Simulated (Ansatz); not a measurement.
input.yaml (Ansatz)

```yaml
crystal:
  lattice:
    - [3.6733216439, 0.0, 0.0]
    - [-1.8366608219, 3.1811898599, 0.0]
    - [0.0, 0.0, 5.895566178]
  atoms:
    - { symbol: Tb, position: [0.3333333333, 0.6666666667, 0.25], spin: 5.938 }
    - { symbol: Tb, position: [0.6666666667, 0.3333333333, 0.75], spin: -5.938 }
hamiltonian:
  xc: rpbe
  pseudopotentials:
    kind: paw
    azcp:
      Tb: "pseudopotentials/Tb.paw.azcp"
basis:
  ecutwfc: 420
  fft_grid_basis: typed
kpoints:
  mp_grid: { grid: [13, 13, 7], shift: [0, 0, 0] }
magnetization:
  spin_polarized: true
scf:
  occupations: { method: fermi_dirac, width: 0.05 }
```

Terminal output

```
Engine: ansatz 0.2.0, x86_64-unknown-linux-gnu
Pseudopotentials: kind: paw
Pseudopotential: Tb, paw, valence charge 19, recommended cutoff 420 eV (normal) 
Functional definition: RPBE
  parameter kappa = 0.804
  parameter beta = 0.06672455060314922
  exchange = rpbe_x(kappa = kappa, mu = beta*pi^2/3)
  correlation = pbe_c(beta = beta)
Crystal: 2 atoms, lattice volume = 68.893 Å³
Basis set: ecut = 420 eV, 1339 PW (Γ)
Bands: 30, of which v1, the nominal top of the filled ones, is band 19 counted from 1 (18 counted from 0)
Symmetry: 12 space group operations
Space group: P-6m2 (ITA 187), of the structure as read, at distance tolerance 4.1e-5 Å
Magnetic group: BNS 194.267 (UNI 1497), of the structure as read, at distance tolerance 4.1e-5 Å
k-points: 84 of 1183 (time reversal used)
Non-local potential: Tb, projectors of the file, l = 0: 3, l = 1: 2, l = 2: 2, l = 3: 3
PAW form: soft (Blöchl's): semilocal exchange-correlation on the pseudo side does not see the compensation charge
PAW frozen core: Tb, regenerated for the run's functional, and the local potential with it (the file was generated under x = pbe(κ = 0.804, μ = 0.2195149727645171), c = pbe(β = 0.06672455060314922))
PAW one-centre angular grid: Tb, 590 points (default); XC on 64 Gauss nodes
Initial density: superposition of atomic densities (chi_scale 0.1, normalization cell)
Starting moments: Σ|m| = 11.876 μB on 2 of 2 sites
Starting magnetic order: antiferromagnet; an inversion exchanges its spin sublattices: spin-degenerate at every k-point
Initial wavefunctions: pseudopotential atomic-orbital guess
Functional: x = rpbe, c = pbe(β = 0.06672455060314922)
SCF iter   1: F=—  HF=-19911.643057 eV  |F-HF|=—  |Δ(HF+E_count)|=         —  Δρ=2.11e-2 (↑2.11e-2 ↓2.11e-2)  dr2=4.62e-1  dr2_m=1.63e-1  M=0.000 μB ∫|m|=11.813 μB  β_m=0.30  ethr=3.10e-3  ⟨swp⟩=5.6  Hψ=19180  notcnv=0
Mixer restart at iter 1: flushing history
spin=Collinear: Kerker preconditioning applied to the charge; magnetization (m = ρ↑ − ρ↓) channel mixes plain (no charge-response kernel on spin).
SCF iter   2: F=—  HF=-19910.944371 eV  |F-HF|=—  |Δ(HF+E_count)|=   6.99e-1  Δρ=1.69e-2 (↑1.69e-2 ↓1.69e-2)  dr2=2.57e-1  dr2_m=1.20e-1  M=-0.000 μB ∫|m|=11.862 μB  β_m=0.52  ethr=1.22e-3  ⟨swp⟩=3.7  Hψ=10600  notcnv=0
SCF iter   3: F=—  HF=-19910.726612 eV  |F-HF|=—  |Δ(HF+E_count)|=   2.18e-1  Δρ=1.08e-2 (↑1.08e-2 ↓1.08e-2)  dr2=2.24e-1  dr2_m=2.22e-2  M=-0.000 μB ∫|m|=12.086 μB  β_m=0.51  ethr=6.76e-4  ⟨swp⟩=3.0  Hψ=10658  notcnv=0
...
SCF iter  14: F=—  HF=-19909.692077 eV  |F-HF|=—  |Δ(HF+E_count)|=   4.51e-5  Δρ=1.42e-4 (↑1.42e-4 ↓8.14e-5)  dr2=1.39e-5  dr2_m=4.33e-6  M=0.000 μB ∫|m|=12.073 μB  β_m=0.75  ethr=5.09e-7  ⟨swp⟩=2.0  Hψ=9299  notcnv=0  defer=18
SCF iter  15: F=—  HF=-19909.692085 eV  |F-HF|=—  |Δ(HF+E_count)|=   8.28e-6  Δρ=3.23e-5 (↑3.23e-5 ↓2.77e-5)  dr2=1.03e-6  dr2_m=3.25e-7  M=0.000 μB ∫|m|=12.075 μB  β_m=0.87  ethr=3.66e-8  ⟨swp⟩=2.1  Hψ=7564  notcnv=0  defer=18
SCF iter  16: F=—  HF=-19910.022969 eV  |F-HF|=—  |Δ(HF+E_count)|=         —  Δρ=9.08e-3 (↑4.70e-4 ↓9.08e-3)  dr2=8.47e-3  dr2_m=1.32e-2  M=0.057 μB ∫|m|=12.103 μB  β_m=1.00  ethr=2.72e-9  ⟨swp⟩=3.0  Hψ=9690  notcnv=0  defer=18
Mixer restart at iter 16: flushing history
SCF iter  17: F=—  HF=-19909.653158 eV  |F-HF|=—  |Δ(HF+E_count)|=   3.70e-1  Δρ=1.11e-3 (↑5.87e-4 ↓1.11e-3)  dr2=5.47e-4  dr2_m=1.79e-4  M=0.100 μB ∫|m|=12.121 μB  β_m=0.87  ethr=1.32e-4  ⟨swp⟩=2.4  Hψ=8915  notcnv=0  defer=18
SCF iter  18: F=—  HF=-19909.654350 eV  |F-HF|=—  |Δ(HF+E_count)|=   1.19e-3  Δρ=6.20e-4 (↑6.02e-4 ↓6.20e-4)  dr2=5.78e-4  dr2_m=7.86e-5  M=0.130 μB ∫|m|=12.135 μB  β_m=0.82  ethr=1.44e-6  ⟨swp⟩=2.3  Hψ=10486  notcnv=0  defer=16
SCF iter  19: F=—  HF=-19909.654536 eV  |F-HF|=—  |Δ(HF+E_count)|=         —  Δρ=4.81e-4 (↑3.64e-4 ↓4.81e-4)  dr2=2.43e-4  dr2_m=5.56e-5  M=0.144 μB ∫|m|=12.140 μB  ethr=1.44e-6  ⟨swp⟩=2.0  Hψ=10103  notcnv=0  defer=16
Mixer restart at iter 19: flushing history
SCF iter  20: F=—  HF=-19909.692089 eV  |F-HF|=—  |Δ(HF+E_count)|=         —  Δρ=8.03e-6 (↑8.03e-6 ↓5.14e-6)  dr2=5.43e-8  dr2_m=1.46e-8  M=0.000 μB ∫|m|=12.077 μB  β_m=0.82  ethr=2.72e-9  ⟨swp⟩=7.7  Hψ=20369  notcnv=0  defer=12
SCF iter  21: F=—  HF=-19909.692089 eV  |F-HF|=—  |Δ(HF+E_count)|=   1.57e-8  Δρ=4.02e-6 (↑4.02e-6 ↓3.79e-6)  dr2=2.89e-8  dr2_m=1.54e-9  M=0.000 μB ∫|m|=12.077 μB  β_m=0.72  ethr=1.43e-10  ⟨swp⟩=2.0  Hψ=9507  notcnv=0  defer=11
SCF iter  22: F=—  HF=-19909.692089 eV  |F-HF|=—  |Δ(HF+E_count)|=   4.55e-9  Δρ=1.86e-6 (↑1.74e-6 ↓1.86e-6)  dr2=5.12e-9  dr2_m=7.84e-10  M=0.000 μB ∫|m|=12.077 μB  β_m=0.66  ethr=7.61e-11  ⟨swp⟩=2.0  Hψ=8437  notcnv=0  defer=11
SCF iter  23: F=—  HF=-19909.692089 eV  |F-HF|=—  |Δ(HF+E_count)|=   1.32e-9  Δρ=1.43e-6 (↑1.43e-6 ↓1.35e-6)  dr2=3.33e-9  dr2_m=4.71e-10  M=0.000 μB ∫|m|=12.077 μB  β_m=0.83  ethr=1.35e-11  ⟨swp⟩=2.0  Hψ=8383  notcnv=0  defer=11
SCF iter  24: F=—  HF=-19909.692089 eV  |F-HF|=—  |Δ(HF+E_count)|=   5.13e-9  Δρ=7.60e-7 (↑7.60e-7 ↓6.01e-7)  dr2=6.91e-10  dr2_m=1.43e-10  M=0.000 μB ∫|m|=12.077 μB  β_m=0.91  ethr=8.77e-12  ⟨swp⟩=2.0  Hψ=8107  notcnv=0  defer=11
SCF iter  25: F=—  HF=-19909.692089 eV  |F-HF|=—  |Δ(HF+E_count)|=   1.28e-9  Δρ=3.60e-7 (↑2.31e-7 ↓3.60e-7)  dr2=1.46e-10  dr2_m=2.14e-11  M=0.000 μB ∫|m|=12.077 μB  β_m=0.78  ethr=1.82e-12  ⟨swp⟩=2.0  Hψ=8636  notcnv=0  defer=11
SCF iter  26: F=-19909.692089 eV  HF=-19909.692089 eV  |F-HF|=2.83e-9  |Δ(HF+E_count)|=  1.38e-10  Δρ=1.59e-6 (↑1.59e-6 ↓1.07e-6)  dr2=2.77e-9  dr2_m=6.15e-10  M=0.000 μB ∫|m|=12.077 μB  ethr=1.00e-12  ⟨swp⟩=1.2  Hψ=13584  notcnv=0
SCF 1 converged in 26 iterations: F = -19909.692089 eV  dr2 = 2.77e-9
SCF converged after 26 iterations
Magnetization: 0.0000 μB (19.0000 up, 19.0000 down)
Absolute magnetization: 12.0766 μB (∫|ρ↑−ρ↓|, with the PAW one-centre terms)
Spin contamination: 5.7739 ħ² per cell (⟨S²⟩ above its minimum at these occupations)
Per-site moments (μB) at R_I (Å): [(5.938609901018515, 1.4979594942364594), (-5.938617421277198, 1.4979594942364594)]
Free energy (F): -19909.692089 eV
Harris-Foulkes:  -19909.692089 eV  (|F-HF|=2.83e-9)
Internal energy: -19909.602487 eV  (E = F + TS)
E sigma→0 (E₀):  -19909.647288 eV
Entropy (-TS):   -0.089602 eV (-44.801 meV/atom)
Fermi energy:    11.467324 eV
--- Per-component energies (eV) ---
  E_band       = -68.887961
  E_kinetic    = 700.532203
  E_local      = -5865.623933  (includes V_loc(G=0)·N_el)
  E_nonlocal   = 1335.088253
  E_hartree    = 2368.743466
  E_xc         = -376.606840
  E_vxc        = -406.312064  (∫ρ·V_xc dr)
  E_paw        = -13457.446119  (= ΣΔE_a)
  E_vpaw       = -570.060199  (= ΣTr[D̂ρ^β])
  E_aug_tail   = -0.000010  (compensation charges beyond the density's cutoff)
  E_ewald      = -4614.012251
  E_core_change = -0.277256  (= ΣΔE_core)
  E_smearing   = -0.089602  (= −TS)
  E_closure    = 0.000000  (closes the sum)
  Σ components = -19909.692089   (vs F -19909.692089, Δ=0.00e0)
```

The f occupation was not exhaustively searched.
